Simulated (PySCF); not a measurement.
## Mayer bond orders and bond lengths

Compound: [B(CN)H3]-, CH3BN (charge -1).
Cartesian coordinates in Å at the PBE0-D3(BJ)/def2-SVP level; atoms count from 1:
```
atom  x, y, z in Å
B1    -0.0083   -0.0007   -0.5209
C2     0.0156    0.0019    1.0666
N3     0.0352    0.0031    2.2331
H4     1.1573    0.0042   -0.9432
H5    -0.6048    1.0103   -0.9196
H6    -0.5950   -1.0189   -0.9159
```

Bond orders from the PBE0/pcSseg-1 density (PySCF). Isolated species at its PBE0-D3(BJ)/def2-SVP geometry, gas phase. The pcSseg-1 basis has no diffuse functions, a weakness for an anion.

(1) Set the Mayer orders of the bonds between heavy atoms beside their lengths.

(2) And the bonds to hydrogen?

(3) Sum the orders of all bonds at each heavy atom with more than one neighbour.

Answers

(1) 
```csv
bond,length (Å),Mayer order
B1–C2,1.588,0.911
C2–N3,1.167,2.968
```

(2) B–H: 0.94 (3 bonds).

(3) B1 3.731, C2 3.879. Orders between atoms that aren't bonded are not in these sums.

Mayer orders depend on the basis set.
